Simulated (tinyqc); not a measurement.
A ladder of methods, and size consistency: correlation methods against full CI in the sto-6g basis, for HF, spin multiplicity 1. Computed by the program tinyqc with PySCF. All electrons correlated; +Q is the Davidson correction (1 - c0^2) E_corr. The last columns treat two copies 100 angstrom apart as one system. FCI is the lowest singlet.

Geometry (angstrom):
```
atom       x       y       z
F     0.0000  0.0000  0.0000
H     0.0000  0.0000  0.9240
```

RHF energy of one = -99.500513 hartree

Correlation energies (hartree):
```
method   E_corr of one  share of FCI (%)  E_corr of two at 100 angstrom  two minus twice one (mhartree)
MP2          -0.017705           66.8035                      -0.035410                          0.0000
CISD         -0.026503          100.0000                      -0.052198                          0.8085
CISD+Q       -0.026920          101.5746                      -0.053764                          0.0762
CCSD         -0.026503          100.0000                      -0.053006                          0.0000
CCSD(T)      -0.026503          100.0000                      -0.053006                          0.0000
FCI          -0.026503          100.0000                              -                               -
```

What does the comparison show, and why?

MP2 recovers 67 %, CISD 100.0 % and CCSD 100.0 % of the FCI value (c0^2 = 0.984 in CISD). MP2 and coupled cluster are size consistent, so their last column vanishes; CISD loses 0.81 mhartree, since a double excitation on each copy is a quadruple of the pair, and the Davidson correction leaves +0.08. With two electrons, or one virtual orbital, CISD and CCSD are exact for one copy, so +Q overshoots there.
